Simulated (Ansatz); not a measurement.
## Al2Ga⁺, singlet in cc-pVDZ: errors against RCCSDTQ

Geometry: that of the Al2Ga, doublet, kept fixed.

| atom | x (Å) | y (Å) | z (Å) |
| --- | --- | --- | --- |
| Al | 0.0000 | -1.2668 | 1.2100 |
| Al | 0.0000 | 1.2668 | 1.2100 |
| Ga | 0.0000 | 0.0000 | -0.9365 |

Basis cc-pVDZ; Ansatz 0.2.0. Only valence electrons are correlated (noble-gas cores and the filled d shells of p-block atoms frozen), which leaves 8 electrons in 39 orbitals. R marks a restricted (for open shells ROHF) determinant, U an unrestricted one. Active spaces: valence = (8e, 12o) chosen from the atoms' valence shells. No spin–orbit coupling is included, and no scalar relativity.

Full CI isn't at hand for all of this; RCCSDTQ serves as the reference, and is uncertain by about the last step of the cluster series. The frozen core follows each run's orbitals, which can shift R against U totals by a few meV for light atoms and by up to 0.1 eV past Ca.

- UHF ⟨S²⟩: 1.444
- T1 diagnostic (RCCSD): 0.0199
- largest doubles amplitude (RCCSD): 0.082

| level | E − E(RHF) (eV) |
| --- | --- |
| RMP2 | -4.3442 |
| RCCSD | -4.9598 |
| RCCSD(T) | -5.3554 |

**Question.** Estimate how far RCCSDTQ in cc-pVDZ lies from RCCSD(T). The table doesn't fix it; the size of (T) and the diagnostics are the guide.

**Answer.** RCCSDTQ in cc-pVDZ lies 83 meV below RCCSD(T), which is 21 % of the (T) step (-396 meV). RHF is unstable towards spin polarisation, but (T) still catches most of what CCSD lacks. The miss exceeds 1 kcal/mol.

The other levels:

```json
{"level": "CISD", "E − E(RCCSDTQ) (meV)": "974", "share of correlation (%)": "82.08", "wall time": "2.1 s"}
{"level": "BCCD(T)", "E − E(RCCSDTQ) (meV)": "79", "share of correlation (%)": "98.55", "wall time": "4.3 s"}
{"level": "RCCSDT", "E − E(RCCSDTQ) (meV)": "50", "share of correlation (%)": "99.08", "wall time": "–"}
{"level": "RCCSDT(Q)", "E − E(RCCSDTQ) (meV)": "1", "share of correlation (%)": "99.99", "wall time": "11 s"}
{"level": "CASSCF (valence space)", "E − E(RCCSDTQ) (meV)": "1827", "share of correlation (%)": "66.41", "wall time": "–"}
{"level": "NEVPT2 (valence space)", "E − E(RCCSDTQ) (meV)": "426", "share of correlation (%)": "92.17", "wall time": "9 s (H100)"}
{"level": "NEVPT4(SD) (valence space)", "E − E(RCCSDTQ) (meV)": "30", "share of correlation (%)": "99.45", "wall time": "13 s (H100)"}
{"level": "MRCISD (valence space)", "E − E(RCCSDTQ) (meV)": "92", "share of correlation (%)": "98.31", "wall time": "–"}
{"level": "MRCISD+Q (valence space)", "E − E(RCCSDTQ) (meV)": "-17", "share of correlation (%)": "100.31", "wall time": "16 s (H100)"}
```

The correlation energy at RCCSDTQ, counted from RHF, is -5.438 eV. That run took 7.5 s on 2 threads of AMD EPYC 7R13 with a shared H100 80 GB, shared host.

Run but not shown, since their state or frozen core can't be matched to the reference's or they repeat it: UHF.

Times hold each run's SCF and search for its determinant on a shared host, so for small cases they say little of a method's own cost; rows without a card ran on 1 thread of AMD EPYC 7R13.

Natural occupations of CASSCF (valence space) about the gap: 1.963 1.889 1.868 1.856 0.094 0.080 0.079 0.066 0.064 0.015; effectively unpaired electrons, Σ n²(2−n)², 0.29.
